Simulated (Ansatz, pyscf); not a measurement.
HC≡CH (SMILES C#C) + HF (SMILES F) → H₂C=CH–F (SMILES C=CF), an addition across a multiple bond or ene-type step on the singlet surface: F–H broken, C–H, C–F formed. PySCF, gas phase, ωB97X-D3(BJ)/def2-SVP geometries. Wave-function energies: Ansatz (a program for electronic structure), frozen core, RHF or UHF references. In kcal/mol, from the separated reactants.

Cost: rough CPU time of the saddle's run relative to CCSD(T)/cc-pV(D+d)Z, from one job on a shared machine, with the HF step and its search for lower states.

```tsv
level	barrier	reaction energy	cost
B3LYP-D3(BJ)/def2-TZVP	44.23	-32.98	–
M06-2X/def2-TZVP	48.76	-31.26	–
CCSD(T)/cc-pV(D+d)Z	49.56	-31.39	1
CCSDT(Q)/cc-pV(D+d)Z	___	___	97
CCSD(T)/cc-pV(T+d)Z	51.50	-28.11	9
CCSD(T)/cc-pV(Q+d)Z	___	-27.10	–
```

**Question.** Fill in the missing entries.

**Answer.** 
- CCSDT(Q)/cc-pV(D+d)Z, barrier: 49.18
- CCSDT(Q)/cc-pV(D+d)Z, reaction energy: -31.32
- CCSD(T)/cc-pV(Q+d)Z, barrier: 51.57

In cc-pV(D+d)Z, going from CCSD(T) to CCSDT(Q) shifts the barrier by -0.37 and the reaction energy by +0.07 kcal/mol. With HF in the quadruple-zeta basis and the correlation energy extrapolated as X⁻³ from X = 3, 4, CCSD(T) gives 51.28 and -26.85; adding the double-zeta shift gives ΔE‡ = 50.91 and ΔE = -26.77 kcal/mol, without core correlation, relativity or geometry relaxation at these levels. On the reactant side the descent ends in a complex, 5.31 kcal/mol under the separated species and 50.74 kcal/mol under the saddle at ωB97X-D3(BJ)/def2-TZVP. At ωB97X-D3(BJ)/def2-TZVP the barrier from the zero used here is 45.43 kcal/mol. One saddle was located; it need not be the lowest between these sides.
